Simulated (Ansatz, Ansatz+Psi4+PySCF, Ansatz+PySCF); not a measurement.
```xyz
3

C     0.0167    0.0000    0.0000
C     1.2295    0.0000    0.0000
H    -1.0915    0.0000    0.0000
```

Basis set: cc-pVTZ (spherical functions). Frozen core: 2 orbitals. Correlation on ROHF uses semicanonical orbitals with singles. Charge 0, multiplicity 2.

Computed with Ansatz (development build ahead of 0.2.0); each method stands on the lowest determinant of its kind that the runs found.

The atomization energy at this shape (free ground-state atoms in the same class of orbitals less the molecule, no zero-point energy) of doublet C2H:

```json
{"method": "ROHF-CCSD(T)", "atomization energy": "254.77 kcal/mol"}
{"method": "UHF-CCSD(T)", "atomization energy": "254.01 kcal/mol"}
{"method": "ROHF-MP2", "atomization energy": "263.47 kcal/mol"}
{"method": "UHF-MP2", "atomization energy": "250.53 kcal/mol"}
{"method": "ROHF", "atomization energy": "179.20 kcal/mol"}
```

What does UHF give?

183.53 kcal/mol. Caution for UHF-CCSD(T), UHF-MP2, UHF: the unrestricted determinant is spin contaminated. Caution for ROHF-MP2, UHF-MP2: forces differ strongly between restricted and unrestricted references.
